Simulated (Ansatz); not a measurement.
SnSe (Pnma, No. 62) was calculated with PBE (Ansatz, a first-principles code, PAW).

Numerical settings: plane-wave cutoff 520 eV, 4×8×8 k mesh (along the axes of the cell as run), Fermi–Dirac smearing 0.01 eV, scalar-relativistic PAW data made under PBE.

Cell (relaxed at this level):

Space group Pnma (No. 62); a = 11.782 Å, b = 4.204 Å, c = 4.571 Å, α = β = γ = 90.00°

| atom | site | symmetry | x | y | z |
|---|---|---|---|---|---|
| Se | 4c | .m. | 0.3547 | 0.2500 | 0.0235 |
| Sn | 4c | .m. | 0.1211 | 0.2500 | 0.1167 |

Q: Give the computed band gap, Γ–Γ gap and bulk modulus.

A: 
band gap: 0.71 eV (on the SCF k mesh)
Γ–Γ gap: 1.28 eV
bulk modulus: 21.8 GPa

Measured, for comparison: band gap 0.91 eV (temperature not stated, not corrected to a static lattice, compiled measured gap; kind and temperature not stated; as tabulated in Kothakonda et al. (2022), arXiv:2208.02841).

Note: for a layered or molecular solid the relaxed cell lies over 5 % above the published volume, where the minimum can be shallow; the cell comes from a level without a dispersion term, which matters for the spacing of layers, chains or molecules; the bulk modulus is −V dP/dV from two relaxed cells at ±2 % in volume; the volume lies 7 % above that of the published cell.

Spin–orbit coupling is not included.

The computed numbers hold no vibrational or temperature effects.

The result took around 10 core-minutes (rough).
